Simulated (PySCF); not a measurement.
Geometries of 2 isomers of C3H2S, from PBE0-D3(BJ)/def2-SVP geometry optimisation, gas phase in PySCF. One conformer each, no zero-point energy, no frequencies.

Task: Which isomer lies lower at this level?
A.
```xyz
6
angstrom
S      2.378   -0.121   -0.012
C      0.763   -0.039   -0.004
C     -0.460    0.692    0.001
C     -0.528   -0.641    0.004
H     -0.996    1.641    0.002
H     -1.157   -1.532    0.008
```
B.
```xyz
6
angstrom
C      1.515    0.127   -0.271
C      0.348    0.004    0.048
C     -1.002   -0.172    0.433
S     -2.188    0.911    0.182
H      2.542    0.256   -0.562
H     -1.215   -1.126    0.943
```

Result: A. That is `S=c1cc1` (cyclopropenethione), 3.0 kcal/mol below the other.

```json
{"SMILES": "S=c1cc1", "atoms numbered as above": "[S:1]=[c:2]1[cH:3][cH:4]1", "E (Eh)": "-513.12485", "relative (kcal/mol)": "0.0", "relative (kJ/mol)": "0.0", "dipole (D)": "4.42"}
{"SMILES": "C#CC=S", "atoms numbered as above": "[CH:1]#[C:2][CH:3]=[S:4]", "E (Eh)": "-513.12011", "relative (kcal/mol)": "3.0", "relative (kJ/mol)": "12.5", "dipole (D)": "2.16"}
```

As drawn, the lower has a three-membered ring, which the higher lacks.
